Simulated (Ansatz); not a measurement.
in.yaml

```yaml
crystal:
  periodic: [false, false, false]
  atoms:
    - {symbol: Al, position_ang: [0.000000, 0.000000, -0.119600]}
    - {symbol: P, position_ang: [0.000000, 0.000000, -2.263800]}
    - {symbol: H, position_ang: [0.000000, 0.000000, 2.383400]}
basis:
  gaussian: {orbitals: def2-SVPD}
magnetization: {spin_polarized: false, initial_magnetization: 1}
correlation: {active_space: {window: {electrons: 3, orbitals: 3}, states: [{multiplicity: 2, weights: [1, 1]}], root: 5}}
```

```sh
$ ansatz run in.yaml --threads 1 --pin off --events-out ev --progress --plain --max-ram 2393MiB
```

(1) One thing in this input was set wrong on purpose, beside settings that are merely unusual. What is the gravest fault, and what does the program do?

Results:

(1) Root beyond the states. How the run ends: refused.
```
Error: the active space averages no state 5, counted from zero
```
